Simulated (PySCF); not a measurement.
A structure optimised at PBE-D3(BJ)/def2-TZVP, used in a PySCF frequency run:

```
O
C 1 1.4151
H 2 1.0976 1 107.37
H 2 1.1078 3 109.03 1 -121.04
H 2 1.1078 3 109.03 4 -117.93
C 1 1.4151 2 111.52 3 180.00
H 6 1.0976 1 107.37 2 180.00
H 6 1.1078 7 109.03 1 -121.04
H 6 1.1078 7 109.03 8 -117.93
```
Charge 0, spin multiplicity 1.

Write its SMILES, formula and point group.

COC, C₂H₆O, C2v

What are its rotational constants (standard atomic weights)?

38.444, 10.017, 8.8498 GHz
